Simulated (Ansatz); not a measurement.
**Worked example: correlation energy of NO, doublet**

Geometry: MP2(full)/6-31G*, from the G2/97 set.

```xyz
2

N     0.0000    0.0000    0.0000
O     0.0000    0.0000    1.1427
```

Basis cc-pVDZ; Ansatz 0.2.0. Only valence electrons are correlated (noble-gas cores frozen), which leaves 11 electrons in 26 orbitals. Prefix R: restricted or restricted open-shell reference; prefix U: unrestricted.

Full CI isn't at hand for all of this; UCCSDTQ serves as the reference, and is uncertain by about the last step of the cluster series.

Runs differ by some tens of microhartree through their thresholds and, for an open shell, their frozen cores, so steps under 0.03 kcal/mol mean nothing.

| level | total energy (hartree) |
| --- | --- |
| UHF | -129.261307 |
| UMP2 | -129.577380 |
| UCCSD | -129.586482 |
| UCCSD(T) | -129.597404 |
| UCCSDT | -129.597933 |
| UCCSDT(Q) | -129.599374 |
| UCCSDTQ | -129.599170 |

Task: What is the correlation energy at UCCSDTQ, and what share of it do UMP2 and UCCSD(T) recover?

Result: E(corr) = -129.599170 − (-129.261307) = -0.337863 hartree = -9.194 eV. UMP2: -0.316073 / -0.337863 = 93.55 %. UCCSD(T): -0.336097 / -0.337863 = 99.48 %.

Task: By how many kcal/mol does UCCSD(T) miss UCCSDTQ (1 hartree = 627.509 kcal/mol), and which steps make up the rest?

Result: -129.597404 − (-129.599170) = 0.001766 hartree = 1.11 kcal/mol. Steps: UCCSDT − UCCSD(T) = -0.33, UCCSDT(Q) − UCCSDT = -0.90, UCCSDTQ − UCCSDT(Q) = 0.13 kcal/mol. Differences between like states or geometries often cancel part of this.
